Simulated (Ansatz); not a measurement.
## Cubic anti-perovskite Sr3BiN (cell taken from a computed entry)

Level of theory: LDA (Ansatz, a first-principles code, plane waves, PAW).

Run with plane-wave cutoff 520 eV, 8×8×8 k mesh, Fermi–Dirac smearing 0.01 eV, scalar-relativistic PAW data made under PBE.

Cell (relaxed with PBEsol):

BiSr3N is taken in the cubic space group Pm-3m (No. 221), the anti-perovskite structure, Pearson symbol cP5. Conventional cell: a = b = c = 5.1710 Å, α = β = γ = 90.00°. Sr on 3c sees 2 N at 2.586 Å and 4 Bi at 3.656 Å (octahedral). Bi on 1a is surrounded by 12 Sr at 3.656 Å (cuboctahedral). N on 1b is surrounded by 6 Sr at 2.586 Å (octahedral). (Neighbours: up to the widest gap in distance over summed covalent radii, below 1.35, at either atom; cation-cation and far metal-metal contacts left out.)

```json
{
 "band_gap": "0.20 eV"
}
```

Note: cell and atoms aren't relaxed at this level (pressure -1.8 GPa); this cell isn't known to be the ambient phase, and symmetry holds it in the calculation.

Spin–orbit coupling is not included; it can close the smallest gap of 0.20 eV.

The computed numbers hold no vibrational or temperature effects.

It cost roughly 21 core-seconds of CPU time.
